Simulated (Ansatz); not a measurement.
# CHB+ (quartet): wave-function methods side by side, cc-pVTZ

Aim: climb from Hartree-Fock through coupled cluster and multireference methods for CHB+ (quartet) at one geometry and basis, and see what each rung misses.

The runs use Ansatz 0.2.0, Gaussian basis; cc-pVTZ, core rule «outside noble gas», up to 2 orbitals frozen.

The runs, in order: UHF; CCSD(T) on ROHF; CCSD(T) on UHF; BCCD(T) on ROHF; CCSDT(Q) on ROHF; CCSDT(Q) on UHF; CASSCF and MRCISD+Q, 7 electrons in 9 orbitals; CASSCF and NEVPT4(SD), 7 electrons in 9 orbitals; CASSCF and NEVPT2, 7 electrons in 9 orbitals.

4 further runs of the same task are left out: 4 set aside as unsound or not needed. Runs told in other sessions of the task aren't counted.

### Step 1. What is computed

The geometry is a PBE0/def2-TZVP stationary point (not a proven minimum) of the parent state, kept for this charge and spin.

3 atoms, charge 1, spin multiplicity 4.

Atoms are counted from 1 here; the program's logs count them from 0.

Bond lengths: B1–C2 1.353 Å, C2–H3 1.071 Å. Angles: B1–C2–H3 180.0°.

### Step 2. UHF

File in.yaml:

```yaml
crystal:
  periodic: [false, false, false]
  atoms:
    - {symbol: B, position_ang: [0.000000, 0.000000, 1.259200]}
    - {symbol: C, position_ang: [0.000000, 0.000000, -0.094199]}
    - {symbol: H, position_ang: [0.000000, 0.000000, -1.165001]}
basis:
  gaussian: {orbitals: cc-pVTZ}
total_charge: 1
magnetization: {spin_polarized: true, initial_magnetization: 3}
hamiltonian: {xc: hf}
output: {orbitals: {seedname: orbitals}}
```

The run is started by

```console
$ ansatz run in.yaml --threads 1 --pin off --events-out ev --progress --plain --max-ram 2816MiB --backend cpu
```

After this run come: CCSD(T) on ROHF; CCSD(T) on UHF; BCCD(T) on ROHF; CCSDT(Q) on ROHF; CCSDT(Q) on UHF; CASSCF and MRCISD+Q, 7 electrons in 9 orbitals; CASSCF and NEVPT4(SD), 7 electrons in 9 orbitals; CASSCF and NEVPT2, 7 electrons in 9 orbitals.

**Question.** What will the summary of the whole plan be? Wanted: UCCSDT(Q) from the RHF energy; RMP2 from UCCSDT(Q); UMP2 from UCCSDT(Q); RCCSD from UCCSDT(Q); RCCSD(T) from UCCSDT(Q); UCCSD(T) from UCCSDT(Q); RCCSDT(Q) from UCCSDT(Q); NEVPT2 valence from UCCSDT(Q); NEVPT4(SD) valence from UCCSDT(Q).

**Answer**, as computed:

| quantity | value |
| --- | --- |
| UCCSDT(Q) from the ROHF energy | -4.5843 eV |
| RMP2 from UCCSDT(Q) | +760.8 meV |
| UMP2 from UCCSDT(Q) | +774.1 meV |
| RCCSD from UCCSDT(Q) | +175.5 meV |
| RCCSD(T) from UCCSDT(Q) | +28.8 meV |
| UCCSD(T) from UCCSDT(Q) | +28.0 meV |
| RCCSDT(Q) from UCCSDT(Q) | +1.4 meV |
| NEVPT2 valence from UCCSDT(Q) | +558.2 meV |
| NEVPT4(SD) valence from UCCSDT(Q) | +59.2 meV |
| MRCISD+Q valence from UCCSDT(Q) | +12.9 meV |
| levels within 1 kcal/mol (43 meV) | RCCSD(T), UCCSD(T), BCCD(T), RCCSDT, UCCSDT, RCCSDT(Q), MRCISD+Q valence |
| T1 diagnostic | 0.017 |
| effectively unpaired electrons | 3.01 |

**Reading.** RCCSD(T) lands +28.8 meV from the yardstick (0.6 % of the correlation energy). One determinant dominates. Of the multireference levels listed MRCISD+Q valence comes nearest in total energy (+12.9 meV), which doesn't show that its space is the better one. These misses are within one basis, not against nature; the frozen cores of restricted and unrestricted runs differ, which can shift their rows.
